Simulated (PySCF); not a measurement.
## Functional dependence of a UV spectrum

C5H7F.
InChI=1S/C5H7F/c1-3-4-5(2)6/h5H,1-2H3/t5-/m1/s1

Linear-response calculations in the def2-SVPD basis (PySCF; singlets by full response, triplets Tamm–Dancoff, core orbitals frozen in the response; HF means time-dependent Hartree–Fock). 'Strongest' is the level of largest summed f among the singlets computed (10 roots, of which the last may lack a degenerate partner); it can jump between rows when another state enters that window. S1 is the lowest singlet of each run and needn't be the same state throughout; f(S1) is that of one state. Isolated species at its PBE0-D3(BJ)/def2-SVP geometry, gas phase.

```tsv
functional	kind	S1 (eV)	f(S1)	strongest (eV)	T1 (eV)	HOMO (eV)	gap (eV)	ionisation energy, ΔSCF (eV)
LDA	LDA	5.86	0.000	7.86	5.35	-6.46	5.76	9.66
B3LYP	global hybrid, 20% exact exchange	6.05	0.000	8.45	5.24	-7.32	7.54	9.73
PBE0	global hybrid, 25% exact exchange	6.11	0.000	8.60	5.17	-7.54	8.03	9.71
BHandHLYP	global hybrid, 50% exact exchange	6.12	0.000	9.09	5.19	-8.64	9.66	9.70
CAM-B3LYP	range-separated hybrid	6.12	0.000	8.94	5.26	-8.90	10.08	9.85
wB97X-D	range-separated hybrid	6.16	0.000	9.20	5.33	-9.40	11.57	9.78
LC-wPBE	range-separated hybrid	6.23	0.000	9.54	5.17	-10.29	12.56	9.93
HF	Hartree–Fock	5.97	0.000	10.05	4.69	-10.30	12.80	not settled
```

**Question.** What does PBE (GGA) give?

**Answer.** S1 (eV) 5.90, f(S1) 0.001, strongest (eV) 7.73, T1 (eV) 5.17, HOMO (eV) -6.31, gap (eV) 5.83, ionisation energy, ΔSCF (eV) 9.48. S1 runs from 5.86 eV (LDA) to 6.23 eV (LC-wPBE), a spread of 0.37 eV, while the orbital gap spreads over 7.0 eV. −ε(HOMO) comes closest to its own ΔSCF ionisation energy with LC-wPBE (+0.36 eV) and misses most with LDA (-3.20 eV). 'Not settled' means that the ion's SCF failed to converge or may have ended in another state than the lowest.
